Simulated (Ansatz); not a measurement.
# Tin, alpha-Sn (diamond): convergence with the plane-wave cutoff

Computed with Ansatz, LDA, scalar-relativistic PAW, on the relaxed cell (a = 6.476 Å; spin not included). Errors count from a run at 420 eV on a Γ-centred 14×14×14 mesh with Fermi-Dirac smearing of 0.1 eV, extrapolated to zero width. Fixed here: mesh 9×9×9, Fermi-Dirac width 0.1 eV. The pressure holds a Pulay correction and is unreliable far below the recommended cutoff. The SCF starts from atomic densities corrected by a trained network.

```csv
cutoff (eV),E(σ→0) error (meV/atom),P (GPa),SCF iterations
150,39824.7,-1.98,7
200,4962.2,-0.82,7
250,540.8,0.26,7
300,38.5,0.12,7
350,4.6,0.02,7
420,2.5,0.00,6
500,1.8,-0.01,6
600,1.5,-0.01,6
800,1.3,-0.01,6
```

Within 5 meV/atom of the last row: from 350 eV on.
